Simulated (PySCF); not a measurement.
Species: C2H2ClF3.
InChI=1S/C2H2ClF3/c3-2(5,6)1-4/h1H2

Computed, not measured: EOM-IP-CCSD/aug-cc-pVDZ in PySCF, restricted Hartree–Fock reference, frozen core, non-relativistic, gas phase, PBE0-D3(BJ)/def2-SVP geometry.

Hartree–Fock orbital energies give these Koopmans values (eV): HOMO 13.39, HOMO-1 13.44, HOMO-2 14.67, HOMO-3 15.44, HOMO-4 16.62, HOMO-5 18.24, HOMO-6 18.89, HOMO-7 19.04.

Q: What vertical ionisation energies does EOM-IP-CCSD give?

A: 
```csv
leading hole (HF orbital),Koopmans (eV),EOM-IP-CCSD (eV),change (eV),one-hole share
HOMO,13.39,12.46,-0.93,0.96
HOMO-1,13.44,12.49,-0.95,0.96
HOMO-2,14.67,13.17,-1.50,0.96
HOMO-3,15.44,13.82,-1.62,0.96
HOMO-4,16.62,14.90,-1.72,0.95
HOMO-5,18.24,15.51,-2.73,0.95
HOMO-7,19.04,16.21,-2.83,0.94
HOMO-6,18.89,16.28,-2.61,0.94
```

Q: Does the order of the lines follow the orbital energies?

A: No: the HOMO-7 hole (16.21 eV) falls below the HOMO-6 hole (16.28 eV). The corrections run from -2.83 to -0.93 eV, with a mean of -1.86 eV over the 8 lines; no line lies above its Koopmans value.

Q: At what kinetic energies would He II light (40.81 eV) eject these electrons?

A: 28.35 eV (HOMO), 28.32 eV (HOMO-1), 27.64 eV (HOMO-2), 26.99 eV (HOMO-3), 25.91 eV (HOMO-4), 25.30 eV (HOMO-5), 24.60 eV (HOMO-7), 24.53 eV (HOMO-6).

Lines less than 0.15 eV apart could change places at a higher level. One root was sought for each valence orbital with −ε under 21 eV, eight at most, so deeper holes and satellites are missing; no vibrational structure.

On an Arm Neoverse V2 with one thread, shared host, this took 8.6 min.

The values belong to the conformer `[F:1][CH2:2][C:3]([F:4])([F:5])[Cl:6]`: F1–C2–C3–F4 -60°.
